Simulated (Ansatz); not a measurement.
`BBO` + HCl → `BBCl` + H₂O at 600 K and 1 bar (ligand exchange at a B–O bond).

Computed with Ansatz on PBE0-D4/def2-TZVP structures; ΔE is electronic, products minus reactants. CCSD(T)/CBS adds triple-zeta CCSD(T) − MP2 to the extrapolated MP2 energy (def2 sets, frozen cores). This one scheme is used for every species. One conformer a species, not always the lowest.

| species | CCSD(T)/CBS energy (Eh) | H − E (kJ/mol) | S (J/(mol·K)) |
| --- | --- | --- | --- |
| `BBO` | -127.16606 | 163.4 | 327.8 |
| HCl | -460.38127 | 35.4 | 207.2 |
| `BBCl` | -511.15624 | 124.8 | 335.0 |
| H₂O | -76.37941 | 76.8 | 212.8 |

H − E and S are ideal-gas, rigid-rotor, harmonic terms from PBE0-D4/def2-TZVP, for one conformer and one mirror image of each species. 1 Eh = 2625.50 kJ/mol, R = 8.31446 J/(mol·K).

**Question.** By hand: ΔE, ΔH, ΔS and ΔG.

**Answer.** ΔE = (-511.15624) + (-76.37941) − (-127.16606) − (-460.38127) = 0.01168 Eh = 30.7 kJ/mol. Δ(H − E) = 124.8 + 76.8 − 163.4 − 35.4 = 2.8, so ΔH = 33.5 kJ/mol. ΔS = 335.0 + 212.8 − 327.8 − 207.2 = 12.8 J/(mol·K). ΔG = 33.5 − 600 × (12.8)/1000 = 25.8 kJ/mol.

**Question.** By hand: the equilibrium constant, and the temperature at which ΔG would vanish if ΔH and ΔS stayed fixed.

**Answer.** log₁₀ K = −ΔG/(RT ln 10) = -2.2. ΔG = 0 at ΔH/ΔS = 2617 K, far beyond where these terms or the molecules hold.

The number of gas molecules stays the same, so ΔS is small and ΔH decides. A doubt of 5 kJ/mol in ΔE shifts log₁₀ K by 0.4 here. Other conformers and mirror images would add mixing entropy, several J/(mol·K) or more a flexible species. These are equilibria of isolated gas molecules and say nothing of rates. Largest T1 diagnostic: 0.013 (customary marks: 0.02 for closed shells, 0.045 for open ones).
